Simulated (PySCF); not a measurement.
Compound: 1-fluorobutane, C4H9F.
Bonds: C1–C2, C2–C3, C3–C4, C4–F5. Hydrogens: H6, H7, H8 on C1; H9, H10 on C2; H11, H12 on C3; H13, H14 on C4.

The dihedral C1–C2–C3–C4 (about C2–C3) is held at set values while the rest relaxes with GFN2-xTB, each point from its own start; single points follow at PBE0/pcSseg-1 (PySCF, gas phase, no added dispersion term).

Problem. Give the torsional profile, with energies above the lowest point.

Solution. 
```
dihedral (°)  PBE0/pcSseg-1 (kJ/mol)  GFN2-xTB (kJ/mol)  dipole (D)  C1···C4 (Å)  C2–C3 (Å)  C1–C2–C3 (°)  C2–C3–C4 (°)  HOMO (eV)  LUMO (eV)  C2–C3–C4–F5 (°)
           0                    20.9               20.0        1.77         2.89      1.546         115.8         116.4      -8.91       1.38              -71
          30                    14.2               13.2        1.76         2.93      1.539         114.9         115.6      -8.88       1.43              -75
          60                     5.0                3.8        1.78         3.08      1.530         113.1         114.0      -8.83       1.51              -79
          90                     6.8                5.9        1.80         3.36      1.534         112.3         113.2      -8.81       1.57              -67
         120                    12.0               10.8        1.78         3.64      1.539         112.1         112.5      -8.95       1.62              -63
         150                     5.1                4.9        1.76         3.82      1.533         112.1         112.2      -9.01       1.62              -66
         180                     0.0                0.0        1.77         3.88      1.528         111.7         112.1      -8.98       1.59              -66
         210                     6.7                5.4        1.78         3.82      1.533         112.0         112.3      -8.95       1.56              -63
         240                    12.8               10.1        1.77         3.64      1.539         112.4         112.4      -8.97       1.52              -63
         270                     6.1                4.4        1.77         3.35      1.533         112.3         112.2      -9.01       1.50              -67
         300                     2.4                3.4        1.76         3.09      1.530         113.6         113.7      -8.99       1.46              -62
         330                    10.0               11.9        1.76         2.92      1.539         114.9         115.2      -8.98       1.42              -62
```

Each energy column counts from its own lowest point; dipole and orbital energies are those of PBE0/pcSseg-1.

Problem. Where are the low and high points of the PBE0/pcSseg-1 curve on this grid?

Solution. Below both neighbours: 60° (synclinal, 5.0), 180° (antiperiplanar, 0.0), 300° (synclinal, 2.4). Above both neighbours: 0° (20.9), 120° (12.0), 240° (12.8) kJ/mol. The highest point lies 20.9 kJ/mol above the lowest; in GFN2-xTB the span is 20.0, with the lowest point at 180°. The points were relaxed apart, so other rotors need not follow one smooth path.

Problem. How much does C2–C3 change along the scan?

Solution. From 1.528 Å (at 180°) to 1.546 Å (at 0°).

Problem. What dipole would a 298 K Boltzmann average over these twelve points give?

Solution. With weights exp(−E/RT), √⟨μ²⟩ = 1.77 D, against 1.77 D at 180°. Weights in order of angle: 0, 0, 7, 3, 0, 7, 53, 4, 0, 4, 20, 1 %.
